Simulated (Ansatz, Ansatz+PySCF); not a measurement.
```json
{"atom": "C", "x (Å)": "0.0000", "y (Å)": "0.0290", "z (Å)": "-0.6397"}
{"atom": "N", "x (Å)": "0.0000", "y (Å)": "0.0648", "z (Å)": "0.6909"}
{"atom": "H", "x (Å)": "0.0000", "y (Å)": "-0.8994", "z (Å)": "-1.0671"}
{"atom": "H", "x (Å)": "-0.8114", "y (Å)": "0.5206", "z (Å)": "-0.9966"}
{"atom": "H", "x (Å)": "0.8114", "y (Å)": "0.5206", "z (Å)": "-0.9966"}
{"atom": "H", "x (Å)": "-0.7477", "y (Å)": "-0.3847", "z (Å)": "1.0310"}
{"atom": "H", "x (Å)": "0.7477", "y (Å)": "-0.3847", "z (Å)": "1.0310"}
```

RHF-MP2 on singlet CH5N was run in several spherical basis sets with Ansatz (development build ahead of 0.2.0). Frozen core: 2 orbitals. Caution for RHF-MP2: no unrestricted run beside it, a lower state can exist.

Question: Rank the basis sets by the total energy that they give, lowest first, with the distance from the lowest.
A. cc-pVTZ
B. def2-TZVP
C. cc-pVDZ
D. 6-31G(d)
E. def2-SVP

Answer: A (0.00 eV), B (0.43 eV), C (3.28 eV), D (4.36 eV), E (5.27 eV).

Totals follow the description of the cores as much as that of the bonds, so this order isn't one of quality for chemistry.
